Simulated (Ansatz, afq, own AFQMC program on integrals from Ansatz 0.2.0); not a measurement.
# Where AFQMC and coupled cluster stand for GeNH₂, quartet

```xyz
4

Ge    0.0000    0.0000    0.4319
N     0.0000    0.0000   -1.8834
H     0.0000    0.8309   -2.4773
H     0.0000   -0.8309   -2.4773
```

Connectivity, by distances: Ge–NH2.

Basis cc-pVTZ. Noble-gas cores (and the filled d shells of Ga–Kr and In–Xe) are frozen. Ansatz 0.2.0 and our own AFQMC program on the same integrals; the CISD trial comes from CCSD amplitudes, and released means the phaseless constraint is let go. Free AFQMC starts from the CCSD state and is never constrained. Its projection time is finite, and what remains of the start isn't in its error. ± is one standard error of the sampling. No spin–orbit coupling.

Determinant: ROHF, the one that the program's search chose, which needn't be the lowest solution. The geometry is a PBE0/def2-TZVP stationary point of this or a neighbouring charge and spin state.

No full CI on the walks' own integrals is used here. The released AFQMC energy serves as the reference, which it does only where one determinant dominates, the energy is flat over the last release times and near the phaseless one (40 meV or 2 meV an electron, half that with transition metals). On small molecules, where full CI could be run and the noise was under 10 meV, such values lay within 10 meV of it in 19 cases of 20, a flattering rate, since the rule was set on those same cases; what remains of the bias isn't in the error bar.

Cautions: no relativity below Rb; no spin-orbit coupling; inner d shell frozen; lower spins were not checked; the released value is read at 1.50 1/Eh (meV from the phaseless value at times in 1/Eh: -8 ± 5 at 0.24, -2 ± 4 at 0.50, -14 ± 6 at 1.00, -9 ± 6 at 1.50).

* T1 diagnostic: 0.0181
* weight of the determinant in the CISD state: 0.885
* size of the correlated space: 11 electrons in 86 orbitals

| level | correlation energy (eV) |
| --- | --- |
| MP2 | -6.8506 |
| CCSD | -7.6403 |
| CCSD(T) | -7.8882 |

**Question.** Estimate where phaseless AFQMC with a CISD trial lies against CCSD(T) on the same integrals.

**Answer.** 2.0 ± 0.5 kJ/mol below CCSD(T).

Reference: AFQMC with the constraint released, correlation energy -7.919 ± 0.006 eV.

| level | E − E(reference) (kJ/mol) | share of correlation (%) |
| --- | --- | --- |
| CCSD(T) | 2.9 ± 0.6 | 99.62 |
| ph-AFQMC/HF | 5.2 ± 2.7 | 99.31 |
| ph-AFQMC/CISD | 0.9 ± 0.7 | 99.88 |
| free AFQMC | -0.8 ± 1.1 | 100.10 |

Free projections are given only where their last times agree within the noise and don't stop above the reference; a slow remainder of the start can still hide under it. A walk keeps the symmetry of its determinant, which the program's search chose and which needn't be the lowest solution, so a lower state of the same spin and another symmetry isn't excluded. Released energies are given only where the last usable release times agree within the noise; a slower fall can still hide under it.
